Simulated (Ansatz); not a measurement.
Input file:

```yaml
crystal:
  periodic: [false, false, false]
  atoms:
    - {symbol: Al, position_ang: [0.000000, -0.036849, 0.687844]}
    - {symbol: N, position_ang: [0.000000, 0.115912, -1.215005]}
    - {symbol: H, position_ang: [0.000000, -0.624345, -1.528749]}
basis:
  gaussian: {orbitals: STO-3G}
magnetization: {spin_polarized: true, initial_magnetization: 3}
hamiltonian: {xc: {name: PBE}, pseudopotentials: {relativity: none}}
correlation: {method: ccsdt_q_b, electrons: outside_noble_gas}
accuracy: high
```

```sh
$ ansatz run in.yaml --threads 1 --pin off --events-out ev --progress --plain --max-ram 2393MiB
```

Roughly how long does this take on 1 thread of Arm Neoverse V2, shared host, and how much host memory?

5.5 s wall and 0.11 GiB.

```
246 factors; integrals over basis functions are off by at most 1.5e-8 eV
mean field evaluation 1: about -7986.3161 eV, gradient 1.2e1 eV
mean field evaluation 2: about -7986.3112 eV, gradient 1.2e1 eV
mean field evaluation 4: about -7987.5933 eV, gradient 9.2e-1 eV
mean field evaluation 8: about -7987.6045 eV, gradient 7.2e-3 eV
mean field evaluation 16: about -7987.6045 eV, gradient 1.6e-7 eV
mean field evaluation 32: about -7986.1444 eV, gradient 1.5e-2 eV
mean field evaluation 64: about -7987.6029 eV, gradient 9.6e-2 eV
mean field evaluation 96: about -7987.5310 eV, gradient 8.2e-4 eV
mean field -7987.60445904 eV, -293.5390496771 hartree, gradient 4.9e-9 eV, S^2 3.752034; 9 other end points of the search recorded, 0 dependent functions left out
6 core orbitals not correlated: weight in the atoms' cores, before any rotation towards them, 0.999 or more for the frozen orbitals, at most 0.000 for the correlated occupied ones
reference -7973.48959352 eV, -293.0203379365 hartree; 6, 3 occupied and 3, 6 virtual orbitals, 246 factors
second order -1.00109550 eV of doubles, -0.21724684 eV of singles
cycle   1  -1.35630539 eV  change   -1.5e-1 eV  update   5.6e-2
cycle   2  -1.48664316 eV  change   -1.3e-1 eV  update   2.7e-2
...
cycle  24  -1.56728076 eV  change   -2.4e-8 eV  update   3.7e-8
cycle  25  -1.56728075 eV  change    1.4e-8 eV  update   2.7e-8
cycle  26  -1.56728075 eV  change  -7.4e-10 eV  update   2.0e-8
cycle  27  -1.56728066 eV  change    8.7e-8 eV  update   4.6e-8
cycle  28  -1.56728065 eV  change    1.3e-8 eV  update   2.0e-8
cycle  29  -1.56728065 eV  change    5.6e-9 eV  update   1.1e-8
cycle  30  -1.56728065 eV  change   -5.4e-9 eV  update   5.7e-9
cycle  31  -1.56728066 eV  change   -4.9e-9 eV  update   3.1e-9
cycle  32  -1.56728066 eV  change  -2.7e-10 eV  update   1.5e-9
cycle  33  -1.56728066 eV  change   6.4e-10 eV  update  6.4e-10
perturbative correction -0.00008387 eV, -0.0000030822 hartree
Total energy: -7975.05695805 eV, -293.0779375205 hartree
```
